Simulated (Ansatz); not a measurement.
Species: C3H4N (charge +1, singlet). It need not be the lowest isomer of its formula. 
Geometry from a B3LYP-D3(BJ)/def2-TZVP (Ansatz, a program for electronic structure) optimisation:
```xyz
8

C     -0.1347    -1.7025    -0.0135
C      0.6207    -0.5958    -0.0018
C      0.0261     0.6753     0.0052
H     -1.2165    -1.6678    -0.0178
H      0.3362    -2.6769    -0.0188
H      1.7053    -0.6054     0.0027
N     -0.4363     1.7209     0.0112
H     -0.8439     2.6424     0.0164
```
Charge +1, spin multiplicity 1.

Basis-set convergence of Hartree-Fock and CCSD(T) correlation energies (hartree) with Ansatz. Valence correlation only, unless marked. Spin-orbit coupling is left out. No relativistic terms.

```
basis    functions       E(HF)  E(corr, CCSD(T))  rough core time
-------  ---------  ----------  ----------------  ---------------
cc-pVDZ          -  -170.09675          -0.58272       under 20 s
cc-pVTZ        176  (withheld)        (withheld)             30 s
```

Task: Some entries are withheld; supply them.

Result: 
- cc-pVTZ, E(HF): -170.14411
- cc-pVTZ, E(corr, CCSD(T)): -0.69842
